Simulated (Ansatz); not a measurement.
Input file:

```yaml
crystal:
  periodic: [false, false, false]
  atoms:
    - {symbol: Al, position_ang: [0.000000, 0.000000, 0.000000]}
    - {symbol: P, position_ang: [0.000000, 0.000000, 2.208000]}
basis:
  gaussian: {orbitals: cc-pVDZ}
magnetization: {spin_polarized: false, initial_magnetization: 2}
correlation: {method: fci, electrons: outside_noble_gas}
```

```sh
$ ansatz run in.yaml --threads 2 --pin off --events-out ev --progress --plain --max-ram 24576MiB --backend cuda --devices 0, --max-vram 18GiB
```

Output:

```
661 factors; integrals over basis functions are off by at most 2.1e-7 eV
mean field evaluation 1: about -15852.4330 eV, gradient 8.4e0 eV
mean field evaluation 2: about -15852.5187 eV, gradient 8.7e0 eV
mean field evaluation 4: about -15853.1344 eV, gradient 9.7e-1 eV
mean field evaluation 8: about -15853.1512 eV, gradient 1.1e-1 eV
mean field evaluation 16: about -15853.0174 eV, gradient 7.4e0 eV
mean field evaluation 32: about -15853.1516 eV, gradient 2.5e-6 eV
mean field evaluation 64: about -15850.5398 eV, gradient 1.6e0 eV
mean field evaluation 96: about -15852.5160 eV, gradient 8.7e0 eV
mean field -15853.48522876 eV, -582.6048362786 hartree, gradient 4.9e-6 eV, S^2 2.000000; 9 other end points of the search recorded, 0 dependent functions left out
mean field evaluation 128: about -15853.6533 eV, gradient 2.1e-1 eV
mean field evaluation 160: about -15853.6090 eV, gradient 5.2e-2 eV
mean field evaluation 192: about -15853.6088 eV, gradient 6.3e-4 eV
determinant -15853.48522876 eV, -582.6048362786 hartree, with singles and doubles -15857.63416039 eV, -582.7573067038 hartree
determinant -15853.15161437 eV, -582.5925761758 hartree, with singles and doubles -15857.66965000 eV, -582.7586109231 hartree
determinant -15850.30132078 eV, -582.4878298186 hartree, with singles and doubles -15854.91152804 eV, -582.6572518104 hartree
determinant -15853.48522876 eV, -582.6048362786 hartree, with singles and doubles -15857.63402177 eV, -582.7573016096 hartree
determinant -15853.15161437 eV, -582.5925761758 hartree, with singles and doubles -15857.66944920 eV, -582.7586035435 hartree
10 core orbitals not correlated: weight in the atoms' cores, before any rotation towards them, 1.000 or more for the frozen orbitals, at most 0.000 for the correlated occupied ones
reference -15853.48522876 eV, -582.6048362786 hartree; 5, 3 occupied and 21, 23 virtual orbitals, 661 factors
state -15857.96273841 eV, -582.7693817234 hartree
10 core orbitals not correlated: weight in the atoms' cores, before any rotation towards them, 1.000 or more for the frozen orbitals, at most 0.000 for the correlated occupied ones
state -15857.96435988 eV, -582.7694413113 hartree
Total energy: -15857.96435988 eV, -582.7694413113 hartree
```

Ran on 2 threads of AMD EPYC 7R13 with a shared H100 80 GB, shared host: 22 s wall, 0.8 GiB peak host memory.
